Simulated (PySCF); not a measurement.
# Redox energetics: `CCC(F)=P` (C3H6FP)

Parent: `CCC(F)=P` (C3H6FP). Non-hydrogen atoms are numbered in `[CH3:1][CH2:2][C:3]([F:4])=[PH:5]`.

Level of theory: ωB97X-D3(BJ)/ma-def2-TZVP single points in PySCF, grid level 2; every species was optimised with PBE0-D3(BJ)/def2-SVP. The prefix ma- adds one diffuse s and one diffuse p function on all atoms but H. Thermal corrections: GFN2-xTB frequencies, unscaled, ideal gas at 298.15 K and 1 bar, quasi-RRHO entropy. These were taken at the GFN2-xTB minima.

Frontier levels of the parent: HOMO -9.37 eV, LUMO 0.41 eV.

Oxidation to the radical cation:
* Vertical ionisation energy (electronic): 9.28 eV
* Adiabatic ionisation energy (with zero-point energy): 8.94 eV
* Adiabatic, electronic part: 9.03 eV
* Vertical gap at the product's structure: 8.47 eV
* Inner reorganisation energy (four-point): 814 meV
* Relaxation of product / of parent: 255 / 559 meV
* ⟨S²⟩ of the product: 0.754
* Largest spin populations: P5 0.74, C3 0.17
* Largest changes of atomic charge: P5 0.38, C3 0.23, F4 0.15
* Distances that move most (Å): C3–P5 1.690 → 1.814; C3–F4 1.338 → 1.279; C2–C3 1.490 → 1.457; C2–H 1.098 → 1.110

Reduction to the radical anion:
```
Vertical electron affinity (electronic)              : -0.21 eV
Adiabatic electron affinity (with zero-point energy) : 0.07 eV
Adiabatic, electronic part                           : 0.01 eV
Vertical gap at the product's structure              : 0.68 eV
⟨S²⟩ of the product                                  : 0.760
Largest spin populations                             : C3 0.60, P5 0.32
Largest changes of atomic charge                     : P5 -0.50, C3 -0.21, F4 -0.10
Distances that move most (Å)                         : C3–P5 1.690 → 1.787; C3–F4 1.338 → 1.403; C2–H 1.106 → 1.121; P5–H 1.430 → 1.442
```

Note: structures of the anions come from def2-SVP, which lacks diffuse functions; a negative vertical affinity means that the electron isn't bound at that structure, so the value and what is derived from it hang on the basis.
